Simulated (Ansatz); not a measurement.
# CH4BS: the cost of one run

Program: Ansatz 0.2.0. Level of theory: UKS B3LYP-D4/def2-SVP. These are calculated values, not measurements.

### Step 1. The structure to begin with

Bond lengths: B1–C2 1.536 Å, C2–S3 1.879 Å, B1–H4 1.160 Å, C2–H5 1.093 Å, C2–H6 1.093 Å, S3–H7 1.335 Å. Angles: B1–C2–S3 116.6°, B1–C2–H5 111.1°, B1–C2–H6 111.1°, S3–C2–H5 104.6°, S3–C2–H6 104.6°, H5–C2–H6 108.2°, C2–B1–H4 127.2°, C2–S3–H7 95.8°.

As a file:

```xyz
7

B    -1.1899    0.2727   -0.9296
C    -0.0885   -0.0115    0.1026
S     1.6775   -0.0467   -0.5377
H    -2.3317    0.3363   -0.7375
H    -0.2307   -0.9880    0.5716
H    -0.0811    0.7469    0.8890
H     2.2444   -0.3096    0.6417
```

### Step 2. Relaxing the start

input.yaml

```yaml
crystal:
  periodic: [false, false, false]
  atoms:
    - { symbol: B, position_ang: [-1.18987, 0.27267, -0.92962] }
    - { symbol: C, position_ang: [-0.08846, -0.01151, 0.10255] }
    - { symbol: S, position_ang: [1.67748, -0.04674, -0.53772] }
    - { symbol: H, position_ang: [-2.33168, 0.33632, -0.73751] }
    - { symbol: H, position_ang: [-0.23074, -0.98803, 0.57161] }
    - { symbol: H, position_ang: [-0.08114, 0.74685, 0.88904] }
    - { symbol: H, position_ang: [2.2444, -0.30956, 0.64165] }
magnetization:
  spin_polarized: true
  initial_magnetization: 1
basis:
  gaussian: { orbitals: def2-SVP }
hamiltonian:
  xc: b3lyp
  dispersion: d4
relax:
  f_tol: 0.02
  max_steps: 40
output:
  orbitals: {}
```

Launch:

```console
$ ansatz run input.yaml --threads 1 --pin off --max-ram 2048MiB --backend cpu --events-out ev --progress --plain --runs-dir out
```

**Question.** How long does this run take on 1 thread of an Arm CPU, shared host, and how much memory does it need?

About 19 s, with a peak of 0.16 GiB.
